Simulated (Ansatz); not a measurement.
**Relaxing ZnC**

All numbers below come from Ansatz 0.2.0, DFT PBE, scalar-relativistic, plane waves, PAW. Cutoff 420 eV, Γ-centred k mesh, Gaussian smearing, no spin polarisation in the final step.

ZnC was placed on the caesium chloride structure type (Pm-3m, No. 221), with Zn in place of Cs, C in place of Cl, at a guessed volume.

```
Zn C
1.0
     2.81152    0.00000    0.00000
     0.00000    2.81152    0.00000
     0.00000    0.00000    2.81152
Zn C
1 1
Direct
  0.00000 0.00000 0.00000
  0.50000 0.50000 0.50000
```

Cell and atoms relax at zero pressure; the relaxation can't lower the symmetry of the start. After a coarse first stage the cell is made exact in the group found at 0.06 Å.

Energies over the elements count from the elements' standard structures at the same level, with no empirical corrections.

Problem. Describe the relaxed structure.

Solution. It keeps Pm-3m (No. 221). The result has the caesium chloride structure. Conventional cell: a = 2.755 Å. Zn is coordinated by 8 C at 2.39 Å and 6 Zn at 2.76 Å; around C lie 8 Zn at 2.39 Å and 6 C at 2.76 Å.

```xyz
2
Lattice="2.7554 0.0000 0.0000 0.0000 2.7554 0.0000 0.0000 0.0000 2.7554" Properties=species:S:1:pos:R:3 pbc="T T T"
Zn    0.0000    0.0000    0.0000
C     1.3777    1.3777    1.3777
```

Problem. What are its volume, energy, density and gap?

Solution. The volume per atom is 10.46 Å³, the density is 6.14 g/cm³ and the energy over the elements is 1.91 eV/atom. The gap on the 20×20×20 mesh is 0 eV (a metal).

The final run used a 20×20×20 mesh on its 2-atom cell and 0.10 eV smearing. The k mesh leaves about 4 meV/atom of noise in metals. Symmetry constrained the relaxation, so the result can be a saddle point.

Cost: 3 runs of about 0.49 core-minutes in all, on Intel Xeon Platinum 8259CL (Skylake/Cascade Lake) (shared hosts).